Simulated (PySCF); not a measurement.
MB for M along the third period

PBE0 with double-zeta basis sets in PySCF, for the lowest determinant that a PBE0 search found; no spin–orbit coupling. De refers to high-spin ground-configuration atoms. A positive dipole means M(−)B(+).

```tsv
M	basis	state (unpaired electrons)	Re (Å)	ωe (cm⁻¹)	De (eV)	μ (D)
Na	def2-SVP	triplet (σ ↑, π ↑)	2.490	328	0.97	-5.98
Si	cc-pV(D+d)Z/cc-pVDZ	quartet (σ ↑, π ↑↑)	1.914	770	3.51	-0.47
P	x2c-SVPall	triplet (σ ↑, π ↑)	1.742	1000	3.63	0.23
S	def2-SVP	doublet (σ ↑)	1.614	1224	6.09	0.84
Cl	def2-SVP	singlet (closed shell)	1.719	860	5.38	-1.77
```

The shortest bond is that of BS (1.614 Å), the longest that of NaB (2.490 Å). BS is bound most strongly (6.09 eV) and NaB least (0.97 eV).

The rows differ in basis set, which adds steps of its own.

The state changes along the series, so neighbouring rows are not always alike in their bonding.

States were picked by a PBE0 search and need not be the measured ground states.
